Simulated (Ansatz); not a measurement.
# BHClO (SMILES O[B]Cl): methods side by side

BHClO has 4 atoms, charge 0, and is taken as a doublet. As SMILES, `O[B]Cl`. Geometry: relaxed at PBE0-D4/def2-TZVP.

| atom | x (Å) | y (Å) | z (Å) |
| --- | --- | --- | --- |
| O | 0.5456 | 0.1911 | -0.5893 |
| B | -0.4299 | 0.0656 | 0.3126 |
| Cl | -0.5572 | -1.3232 | 1.3529 |
| H | 0.4970 | 1.0062 | -1.0965 |

Each level gives the energy change with the O1–H4 bond stretched from 0.961 to 2.403 Å (eV). The values are calculated.

```csv
level,kind,program,value (eV),less FCI/STO-3G
USVWN5/STO-3G,LDA,Ansatz,3.02,+1.24
U-revPBE/STO-3G,GGA,Ansatz,2.43,+0.65
U-r2SCAN/STO-3G,meta-GGA,Ansatz,2.93,+1.15
U-wB97X/STO-3G,range-separated hybrid,Ansatz,3.20,+1.42
UB2PLYP/STO-3G,double hybrid,Ansatz,2.89,+1.11
RPA@PBE/STO-3G,RPA,Ansatz,1.80,+0.02
UCCSD(T)/STO-3G,coupled cluster or CI,Ansatz,1.89,+0.11
UCCSDT(Q)/STO-3G,coupled cluster or CI,Ansatz,1.73,-0.05
FCI/STO-3G,exact in the basis,Ansatz,1.78,0.00
```

FCI/STO-3G is exact within its basis and frozen core, so for wave-function methods in that basis the difference is their error; functionals converge differently with the basis, so for them it is only a difference. The first shape isn't each level's own minimum. The values span 1.73 to 3.20 eV. Spin contamination of the reference (⟨S²⟩ at least 0.1 too high) touches UB2PLYP/STO-3G, UCCSD(T)/STO-3G, UCCSDT(Q)/STO-3G. All rows use very small basis sets, so none should be taken for the real molecule's value.
